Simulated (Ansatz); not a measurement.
Gas-phase electronic energies from Ansatz, PBE0-D4/def2-TZVP geometries. CCSD(T)/CBS adds triple-zeta CCSD(T) − MP2 to the extrapolated MP2 energy (def2 sets, frozen cores). This one scheme is used for every species. DFT in def2-TZVPP. For Mg outer-core shells are correlated without core-valence functions, which leaves a few kJ/mol of doubt a bond.

Reaction (ligand exchange at a Mg–S bond): `[MgH][SH]` + `O[SiH3]` → `[MgH][O][SiH3]` + H₂S

```tsv
species	B97M-V energy (Eh)
`[MgH][SH]`	-599.36959
`O[SiH3]`	-367.09867
`[MgH][O][SiH3]`	-567.17569
H₂S	-399.30186
```

Problem. Work out ΔE.

Solution. ΔE = (-567.17569) + (-399.30186) − (-599.36959) − (-367.09867) = -0.00929 Eh = -5.8 kcal/mol. CCSD(T)/CBS gives -7.2 kcal/mol.

Largest T1 diagnostic among the species: 0.011.

At CCSD(T), def2-SVP lies −2.9 kcal/mol from the extrapolated value and def2-TZVPP +0.5 kcal/mol. Leaving LDA and LC-ωPBE aside and taking each functional with its dispersion term where it has one, the values, not all of them listed here, spread over 3.4 kcal/mol, from CAM-B3LYP-D4 to HSE06-D4.
